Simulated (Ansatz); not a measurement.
Rock-salt HfN, relaxed in Ansatz (plane waves) with several semilocal functionals. Each gives its own volume and its own bulk modulus:

| level | V0 (Å³/atom) | bulk modulus (GPa) | ln V0 | ln B0 |
|---|---|---|---|---|
| LDA | 11.147 | 301.6 | 2.4112 | 5.7091 |
| PBEsol | 11.400 | 284.1 | 2.4336 | 5.6493 |
| PBE | 11.755 | 263.1 | 2.4643 | 5.5725 |

**Question.** Fit a straight line to ln B0 against ln V0. What does it predict for r²SCAN, whose volume is 11.584 Å³/atom?

**Answer.** With x = ln V0 and y = ln B0: means 2.43637 and 5.64363; Σ(Δx Δy) = -0.003650, Σ(Δx²) = 0.001421, so the slope is -2.57. At x = 2.4496 the line gives y = 5.64363 + (-2.57) × (2.4496 − 2.43637) = 5.6096, or 273.0 GPa. The run with r²SCAN gives 281.9 GPa, +3.3 % from the line. The rows used scatter about it by up to 0.1 %, while the largest value lies 15 % above the smallest. For comparison, PBE's own equation of state has B′ = 4.3, the slope −d ln B/d ln V at a fixed functional; the two needn't agree, since functionals also differ at one volume.

Measured: 260 GPa (measured, room temperature, not corrected to a static lattice, our sources range from 260 to 306; as tabulated in Synthesis of Binary Transition Metal Nitrides, Carbides and Borides from the …).

Ansatz's density-functional and Hartree–Fock values are scalar-relativistic unless marked +SOC, with PAW data made under PBE.

Ansatz is a program for electronic structure.
